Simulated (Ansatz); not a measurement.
**BPH (doublet): relaxing a cheap start**

Aim: relax a generated start of BPH (doublet) and see which bonds hold.

Method: UKS PBE0/def2-TZVP; program: Ansatz 0.2.0, Gaussian basis.

## (1) The starting structure

3 atoms, charge 0, spin multiplicity 2.

Atoms are counted from 1 here; the program's logs count them from 0.

Bond lengths: B1–P2 1.698 Å, B1–H3 1.150 Å. Angles: P2–B1–H3 180.0°.

The start was built by rule and, where that kept it together, relaxed with GFN2-xTB. Sticks and bond lists go by distance. 

## (2) The run

in.yaml reads:

```yaml
crystal:
  periodic: [false, false, false]
  atoms:
    - {symbol: B, position_ang: [0.000000, 0.000000, -0.182795]}
    - {symbol: P, position_ang: [0.000000, 0.000000, 1.515232]}
    - {symbol: H, position_ang: [0.000000, 0.000000, -1.332437]}
basis:
  gaussian: {orbitals: def2-TZVP}
magnetization: {spin_polarized: true, initial_magnetization: 1}
hamiltonian: {xc: pbe0}
relax: {f_tol: 0.004, max_steps: 80}
```

Run with:

```
$ ansatz run in.yaml --threads 1 --pin off --events-out ev --progress --plain --max-ram 2176MiB
```

**Question.** What will these runs give? Wanted: energy gained; shift from the start; total energy; dipole moment; ⟨S²⟩.

**Answer**, as computed:

```
                  quantity          value
                     steps              4
             energy gained       0.019 eV
shift from the start (rms)        0.020 Å
              total energy  -9974.5447 eV
             dipole moment         1.02 D
                      ⟨S²⟩          0.755
```

In words: The bonds of the start are those of the end. B1–H3 went from 1.150 to 1.179 Å. No vibrations were run, so this is a stationary point, not a proven minimum, and this spin need not be the ground state's.
